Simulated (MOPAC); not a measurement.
MOPAC input (PM7):

```
PM7 1SCF GEO-OK AUX(PRECISION=9) THREADS=1
C3H8

C    -0.00139165 1   -0.00334083 1    0.58589379 1
C     0.00267198 1    1.27254219 1   -0.25206775 1
C    -0.00144008 1   -1.26958484 1   -0.26657299 1
H    -0.87744234 1   -0.00566370 1    1.24134070 1
H     0.87153550 1   -0.00851641 1    1.24547871 1
H     0.00264334 1    2.16564392 1    0.37573330 1
H    -0.00436951 1   -2.16978780 1    0.35099555 1
H     0.88562788 1    1.31645313 1   -0.89469099 1
H    -0.87708528 1    1.31932823 1   -0.89886150 1
H    -0.88133215 1   -1.30614068 1   -0.91384229 1
H     0.88138101 1   -1.30901578 1   -0.90967178 1
```

From the last part of the output:

```
                                                       MOPAC v23.2.5 Linux

          FINAL HEAT OF FORMATION =        -22.86340 KCAL/MOL =     -95.66045 KJ/MOL

          COSMO AREA              =         96.23 SQUARE ANGSTROMS
          COSMO VOLUME            =         79.29 CUBIC ANGSTROMS

          IONIZATION POTENTIAL    =         11.416192 EV
          HOMO LUMO ENERGIES (EV) =        -11.416  4.318
          NO. OF FILLED LEVELS    =         10
          MOLECULAR WEIGHT        =         44.0962         POINT GROUP:  C2v

          MOLECULAR DIMENSIONS (Angstroms)

            Atom       Atom       Distance
            H     7    H     6     4.33551
            H     4    H    11     2.77411
            H     5    H     9     2.71876

          SCF CALCULATIONS        =          1

   ATOM   CHEMICAL          X               Y               Z
  NUMBER   SYMBOL      (ANGSTROMS)     (ANGSTROMS)     (ANGSTROMS)

     1       C         -0.00139165  *  -0.00334083  *   0.58589379  *
     2       C          0.00267198  *   1.27254219  *  -0.25206775  *
     3       C         -0.00144008  *  -1.26958484  *  -0.26657299  *
     4       H         -0.87744234  *  -0.00566370  *   1.24134070  *
     5       H          0.87153550  *  -0.00851641  *   1.24547871  *
     6       H          0.00264334  *   2.16564392  *   0.37573330  *
     7       H         -0.00436951  *  -2.16978780  *   0.35099555  *
     8       H          0.88562788  *   1.31645313  *  -0.89469099  *
     9       H         -0.87708528  *   1.31932823  *  -0.89886150  *
    10       H         -0.88133215  *  -1.30614068  *  -0.91384229  *
    11       H          0.88138101  *  -1.30901578  *  -0.90967178  *

                             CARTESIAN COORDINATES

   1    C       -0.001391650    -0.003340830     0.585893790
   2    C        0.002671980     1.272542190    -0.252067750
   3    C       -0.001440080    -1.269584840    -0.266572990
   4    H       -0.877442340    -0.005663700     1.241340700
   5    H        0.871535500    -0.008516410     1.245478710
   6    H        0.002643340     2.165643920     0.375733300
   7    H       -0.004369510    -2.169787800     0.350995550
   8    H        0.885627880     1.316453130    -0.894690990
   9    H       -0.877085280     1.319328230    -0.898861500
  10    H       -0.881332150    -1.306140680    -0.913842290
  11    H        0.881381010    -1.309015780    -0.909671780

           Empirical Formula: C3 H8  =    11 atoms

      MOLECULAR POINT GROUP   :   C2v

                  EIGENVALUES
 -28.29176 -23.89008 -20.18415 -15.88908 -15.13044 -13.93534 -13.19545 -12.10587
 -11.92784 -11.41619   4.31752   4.60332   5.55801   5.91949   5.94941   5.98800
   6.26766   6.75419   7.08050   7.14878

              NET ATOMIC CHARGES AND DIPOLE CONTRIBUTIONS

  ATOM NO.   TYPE          CHARGE      No. of ELECS.   s-Pop       p-Pop
    1          C          -0.231654        4.2317     1.04622     3.18543
    2          C          -0.438978        4.4390     1.05065     3.38833
    3          C          -0.438978        4.4390     1.05065     3.38833
    4          H           0.130520        0.8695     0.86948
    5          H           0.130520        0.8695     0.86948
    6          H           0.139413        0.8606     0.86059
    7          H           0.139413        0.8606     0.86059
    8          H           0.142436        0.8576     0.85756
    9          H           0.142436        0.8576     0.85756
   10          H           0.142436        0.8576     0.85756
   11          H           0.142436        0.8576     0.85756
 DIPOLE           X         Y         Z       TOTAL
 POINT-CHG.    -0.000    -0.000     0.013     0.013
 HYBRID         0.000     0.000    -0.075     0.075
 SUM            0.000     0.000    -0.062     0.062

          ATOMIC ORBITAL ELECTRON POPULATIONS

     Atom    s        px        py        pz
    1  C   1.04622   1.15670   0.97332   1.05541
    2  C   1.05065   1.17515   1.07732   1.13586
    3  C   1.05065   1.17515   1.07858   1.13460
    4  H   0.86948
    5  H   0.86948
    6  H   0.86059
    7  H   0.86059
    8  H   0.85756
    9  H   0.85756
   10  H   0.85756
   11  H   0.85756

 **********************
 *                    *
 * JOB ENDED NORMALLY *
 *                    *
 **********************

 == MOPAC DONE ==
```
